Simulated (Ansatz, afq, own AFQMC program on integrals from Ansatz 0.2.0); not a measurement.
## BGeH$_{3}$, singlet: AFQMC among the cluster methods

```csv
atom,x (Å),y (Å),z (Å)
Ge,-0.0288,0.0000,0.2536
B,0.1335,0.0000,-1.6270
H,0.4143,1.2770,0.9714
H,0.4143,-1.2770,0.9714
H,-0.1832,0.0000,-2.7670
```

Connectivity, by distances: GeH2–BH.

Basis cc-pVDZ. Only valence electrons are correlated. Integrals, coupled cluster, full CI and functionals: Ansatz 0.2.0; the random walks run on the same integrals in our own AFQMC program. The CISD trial takes its coefficients from CCSD amplitudes. Released means that phaseless walkers are propagated on without the constraint, phases kept. Free projection: walkers drawn from exp(T), propagated without any constraint. Its projection time is finite, and what remains of the start isn't in its error. ± is one standard error of the sampling. No spin–orbit coupling.

Determinant: RHF, the one that the program's search chose, which needn't be the lowest solution. The geometry is a point of a scan.

No full CI on the walks' own integrals is used here; CCSDT(Q) serves as the reference and is uncertain by about the last step of the cluster series.

Cautions: no relativity below Rb; no spin-orbit coupling; inner d shell frozen; higher spins were not checked; restricted determinant unstable towards unrestricted (UHF 195 meV lower, ⟨S²⟩ 0.50).

The T1 diagnostic is 0.0195. The weight of the determinant in the CISD state is 0.855 and the size of the correlated space is 10 electrons in 41 orbitals.

Reference: CCSDT(Q), correlation energy -5.945 eV. The released energy is read at 2.40 1/Eh (meV from the phaseless value at times in 1/Eh: -17 ± 17 at 0.24, -13 ± 12 at 0.51, -14 ± 17 at 0.99, 3 ± 13 at 1.62, -18 ± 13 at 2.40).

```csv
level,E − E(reference) (kJ/mol),share of correlation (%)
HF,573.6,0.00
MP2,126.6,77.93
CCSD,25.7,95.53
CCSD(T),4.9,99.15
CCSDT,1.3,99.77
ph-AFQMC/CISD,2.9 ± 1.5,99.50
released AFQMC,1.1 ± 1.3,99.81
free AFQMC,1.6 ± 1.2,99.73
```

Free projections are given only where their last times agree within the noise and don't stop above the reference; a slow remainder of the start can still hide under it. A walk keeps the symmetry of its determinant, which the program's search chose and which needn't be the lowest solution, so a lower state of the same spin and another symmetry isn't excluded. Released energies are given only where the last usable release times agree within the noise; a slower fall can still hide under it.
